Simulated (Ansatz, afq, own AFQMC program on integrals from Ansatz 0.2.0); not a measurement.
# GeNH2, quartet in cc-pVDZ along one coordinate

```xyz
4

Ge    0.0000    0.0000    0.4319
N     0.0000    0.0000   -1.8834
H     0.0000    0.8309   -2.4773
H     0.0000   -0.8309   -2.4773
```

The Ge1–N2 distance is changed with both sides rigid. Energies in kJ/mol count from this geometry (2.315 Å) at the same level; the start stands on UHF, each point on the determinant named.

Basis cc-pVDZ. Only valence electrons are correlated. Ansatz 0.2.0 and our own AFQMC program on the same integrals; the CISD trial comes from CCSD amplitudes, and released means the phaseless constraint is let go. ± is one standard error of the sampling. No spin–orbit coupling.

Cautions, each for one point or more: inner d shell frozen; lower spins were not checked; no relativity below Rb; no spin-orbit coupling.

```csv
r(Ge1–N2) / Å,det.,T1,weight,⟨S²⟩,CCSD(T),ph-AFQMC/CISD,released AFQMC,CCSDT(Q),CCSD,B2PLYP
2.592,UHF,0.013,0.90,3.78,1.5,-0.3 ± 1.4,3.1 ± 2.5,1.6,0.8,3.9
3.202,UHF,0.009,0.90,3.77,24.4,26.3 ± 1.4,–,24.9,22.1,30.6
4.264,UHF,0.007,0.90,3.77,47.2,48.5 ± 1.4,48.0 ± 2.4,47.9,44.1,55.7
6.232,UHF,0.007,0.90,3.77,54.9,56.0 ± 1.3,56.9 ± 2.2,55.7,51.7,63.5
```

Weight is that of the determinant in the CISD state; at the start T1 is 0.015 and the weight 0.90, and ⟨S²⟩ is 3.79. A dash marks a missing value, a released energy that hasn't settled or a functional that sits on another state. Largest departures from CCSDT(Q), at the points where its series has closed: CCSD(T) -0.7 kJ/mol at 6.232 (on UHF), ph-AFQMC/CISD -2.0 kJ/mol at 2.592 (on UHF) (within the noise), released AFQMC 1.5 kJ/mol at 2.592 (on UHF) (within the noise), CCSD -4.0 kJ/mol at 6.232 (on UHF), B2PLYP 7.9 kJ/mol at 6.232. Functionals count only at points shown to share the start's state and spin. In this small basis the wave-function levels are far from their limit, so their gap to the functionals isn't the functionals' error.

Some points may be missing: those where a free walk finds a much lower state, and past Zn most of those on another determinant than at the start.

A walk keeps the symmetry of its determinant, which the program's search chose and which needn't be the lowest solution, so a lower state of the same spin and another symmetry isn't excluded. Released energies are given only where the last usable release times agree within the noise; a slower fall can still hide under it.
